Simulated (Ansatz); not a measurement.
# Property card for TiH$_{2}$

Level of theory: DFT r2SCAN, scalar-relativistic, plane waves, PAW (Ansatz).

Cutoff 500 eV; k points 18×18×18 on the computed 3-atom cell (Γ-centred); Gaussian smearing, width 0.10 eV; no spin polarisation.

The structure is relaxed at this level of theory with its symmetry kept. Whether it is the stable form of this composition wasn't checked.

```
Ti H
1.0
    -1.59746    1.59746    2.08676
     1.59746   -1.59746    2.08676
     1.59746    1.59746   -2.08676
Ti H
1 2
Direct
  0.00000 0.00000 0.00000
  0.75000 0.25000 0.50000
  0.25000 0.75000 0.50000
```

| Property | Result |
| --- | --- |
| Space group | I4/mmm (No. 139) |
| Volume per atom | 7.10 Å³ |
| Formation energy from the elements' standard states (uncorrected) | -0.550 eV/atom |
| Generalised Kohn–Sham band gap | none (metal) |
| Density of states at the Fermi level | 0.79 states/eV per cell |
| Löwdin character within 0.5 eV of the Fermi level | Ti 3d 98 % |
| Bulk modulus | 147 GPa |
| Its pressure derivative | 3.8 |
| Bader charges (e) | Ti (1 in the cell) 1.49, H (2 in the cell) -0.74 |

Cost: 9 runs of about 6.2 core-minutes in all, on Arm Neoverse V2 (shared hosts).